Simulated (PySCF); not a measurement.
Can point charges reproduce the dipole moment of `c1snc(Cl)n1`?

Coordinates (PBE0-D3(BJ)/def2-SVP, Å) and charges (e) from the PBE0/pcSseg-1 density (PySCF):

```
atom       x       y       z  Mulliken      IAO  Hirshfeld  ESP-fitted
 Cl1   3.427  -0.398   0.261   -0.0202  +0.0335    -0.0039     -0.0902
  C2   1.853   0.237   0.070   +0.3439  +0.1795    +0.1036     +0.5704
  N3   0.782  -0.567   0.308   -0.3486  -0.2907    -0.1805     -0.5268
  C4  -0.296   0.129   0.100   -0.0524  -0.1513    +0.0126     +0.1751
  S5   0.050   1.743  -0.382   +0.3844  +0.4950    +0.1930     +0.1745
  N6   1.682   1.478  -0.298   -0.4647  -0.4550    -0.2038     -0.4426
  H7  -1.309  -0.263   0.215   +0.1576  +0.1890    +0.0791     +0.1396
```

**Question.** What dipole does each set of charges give (1 e·Å = 4.803 D), and what does the density give?

**Answer.** The full density gives (-2.91, 0.43, -0.14) D, 2.95 D in size; dipole vectors point from the negative to the positive end.

```
    scheme     μx    μy     μz  size (D)  share of the full size (%)  angle to the full dipole (°)
  Mulliken  -3.16  1.07  -0.33      3.35                         114                            11
       IAO  -3.47  1.52  -0.46      3.82                         129                            16
 Hirshfeld  -1.94  0.69  -0.21      2.07                          70                            12
ESP-fitted  -3.05  0.51  -0.16      3.09                         105                             1
```

**Question.** Which set comes closest?

**Answer.** Length of the difference vector: ESP-fitted 0.16 D, Mulliken 0.71 D, Hirshfeld 1.01 D, IAO 1.26 D. Closest: ESP-fitted. ESP charges are fitted to the potential around the molecule, whose slowest-falling term is the dipole's. The schemes that divide the density aren't constrained to reproduce the dipole.

**Question.** What is left for the Hirshfeld atoms' own dipoles?

**Answer.** The shares of the density sum to the whole, so what Σ q r misses lies in dipoles about the nuclei. The atomic dipoles sum to (-2.91, 0.43, -0.14) − (-1.94, 0.69, -0.21) = (-0.97, -0.26, 0.07) D, 1.01 D in size.

**Question.** With the origin at the mean of the coordinates, (0.884, 0.337, 0.039) Å, which are the largest single terms, by size, of the Hirshfeld dipole along the direction of the full one?

**Answer.** S5 +0.97, H7 +0.79, N6 +0.59, C2 -0.48, C4 +0.07 D; all 7 atoms together +2.02 D. The single terms depend on the origin, their sum doesn't.

**Question.** Give the size of the full dipole in other units.

**Answer.** 2.95 D = 1.160 au = 0.614 e·Å = 9.83 × 10⁻³⁰ C·m.

Isolated species at its PBE0-D3(BJ)/def2-SVP geometry, gas phase.

The run behind these numbers computed NMR shieldings as well. Hardware: an x86-64 server with one thread (shared host). Cost: 6.2 s.
